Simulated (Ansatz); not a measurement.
System: CCl₃, charge 0, multiplicity 2. It need not be the lowest isomer of its formula. 
Structure (B3LYP-D3(BJ)/def2-TZVP (Ansatz, a quantum-chemistry and plane-wave program) minimum search):
SMILES: Cl[C](Cl)Cl
```xyz
4

C     -0.0036     0.0008     0.2630
Cl    -0.0098     1.6900    -0.0363
Cl     1.4691    -0.8362    -0.0083
Cl    -1.4580    -0.8541    -0.0482
```
Charge 0, spin multiplicity 2.

Computed values are from Ansatz. Valence correlation only, unless marked. UHF or UKS for open shells. No spin-orbit coupling. Non-relativistic. CBS marks a two-point X^-3 extrapolation of the correlation energy; Hartree-Fock from the larger set. The bracket is a focal-point correction in the basis named.

**Question.** What is the T1 diagnostic at CCSD/cc-pwCVTZ?

**Answer.** 0.015.

**Question.** What is the atomisation energy De at RI-MP2/CBS(cc-pV(T+d)Z,cc-pV(Q+d)Z)+[CCSD(T)-MP2]/cc-pV(T+d)Z?

**Answer.** 243.3 kcal/mol.

**Question.** What is the dipole moment at CCSD(T)/aug-cc-pV(D+d)Z?

**Answer.** 0.10 D.

**Question.** What is the total energy at RI-MP2/CBS(cc-pV(T+d)Z,cc-pV(Q+d)Z)+[CCSD(T)-MP2]/cc-pV(T+d)Z?

**Answer.** -1417.2983 Eh.
